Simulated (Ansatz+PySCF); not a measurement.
Two shapes of singlet C2H4 in separate pieces.

Shape 1:

```xyz
6

C     0.0000    0.0000   -0.6653
C     0.0000    0.0000    3.3266
H     0.0000   -0.9311   -1.2403
H     0.0000    0.9311   -1.2403
H     0.0000   -0.9311    3.9016
H     0.0000    0.9311    3.9016
```

Shape 2:

```xyz
6

C     0.0000    0.0000   -0.6653
C     0.0000    0.0000    1.3306
H     0.0000   -0.9311   -1.2403
H     0.0000    0.9311   -1.2403
H     0.0000   -0.9311    1.9056
H     0.0000    0.9311    1.9056
```

Basis set: STO-3G (spherical functions). Left uncorrelated: 2 orbitals. Charge 0, multiplicity 1.

Computed with Ansatz (development build ahead of 0.2.0); each method stands on the lowest determinant of its kind that the runs found.

Task: Which shape is lower in energy, and by how much in each method?

Result:

| method | E(2) − E(1) (eV) |
| --- | --- |
| RHF | -1.417 |
| UHF | -1.840 |
| UHF-MP2 | -2.397 |
| full CI (lowest root of this spin) | -3.350 |

Shape 2 is lower. Caution for RHF: an unrestricted determinant lies well below. Caution for UHF, UHF-MP2: the unrestricted determinant is a mixture of spin states; the determinant breaks the point group. Caution for UHF-MP2: bonds are stretched, where a single reference can fail; large amplitudes, a single reference is doubtful; another reference gives a lower total.
